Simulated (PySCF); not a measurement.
Species: allyl alcohol, C3H6O.
SMILES: `C=CCO`

The closed-shell SCF was solved with PySCF and density fitting under several settings on one GFN2-xTB geometry (grid level 2 and gas phase unless stated).

| settings | basis functions | SCF cycles | E (Eh) | HOMO (eV) | LUMO (eV) | dipole (D) |
| --- | --- | --- | --- | --- | --- | --- |
| PBE0/pcSseg-1 | 98 | 13 | -192.8675 | -7.64 | 0.05 | 1.55 |
| PBE0/def2-SVPD | 131 | 13 | -192.7625 | -7.74 | -0.10 | 1.57 |
| KT2/STO-3G, level shift 0.1 Eh | 26 | 10 | -193.7548 | -2.67 | 2.21 | 1.11 |
| revPBE/def2-SVPD, energy threshold 1e-07 Eh | 131 | 9 | -192.9309 | -6.28 | -1.04 | 1.47 |
| PBE0/def2-SVPD, damping 0.2 at the start, DIIS from the seventh cycle | 131 | 14 | -192.7625 | -7.74 | -0.10 | 1.57 |

Question: Estimate the rows for these settings: (1) BLYP/pcSseg-1, energy threshold 1e-08 Eh; (2) HF/pcSseg-2.

Answer: 
```tsv
settings	basis functions	SCF cycles	E (Eh)	HOMO (eV)	LUMO (eV)	dipole (D)
BLYP/pcSseg-1, energy threshold 1e-08 Eh	98	9	-193.0224	-6.00	-0.86	1.42
HF/pcSseg-2	228	10	-191.9971	-10.29	2.75	1.68
```

Question: Over all rows, what range does the HOMO–LUMO gap span?

Answer: From 4.88 eV (KT2/STO-3G, level shift 0.1 Eh) to 13.04 eV (HF/pcSseg-2). The functional of the narrowest has no exact exchange, that of the widest 100 % exact exchange.

Question: And the dipole moment?

Answer: From 1.11 D (KT2/STO-3G, level shift 0.1 Eh) to 1.68 D (HF/pcSseg-2); the largest is 1.51 times the smallest, and the median is 1.55 D.

Question: Compare two rows with the functional PBE0: PBE0/def2-SVPD, damping 0.2 at the start, DIIS from the seventh cycle and PBE0/pcSseg-1. Which energy is lower, and by how much?

Answer: PBE0/pcSseg-1 (98 functions) lies 0.1050 Eh or 66 kcal/mol below PBE0/def2-SVPD, damping 0.2 at the start, DIIS from the seventh cycle (131 functions). The smaller set gives the lower energy; the two sets aren't nested, so the variational bound doesn't order them by size.

Cycle counts include a coarse-grid stage where the run had one. KT2 was designed for NMR shieldings or shifts; total energies of different functionals aren't comparable.

Conformer computed: `[CH2:1]=[CH:2][CH2:3][OH:4]`: C1–C2–C3–O4 133°, H–O4–C3–C2 -58°.

One conformer stands for the species.
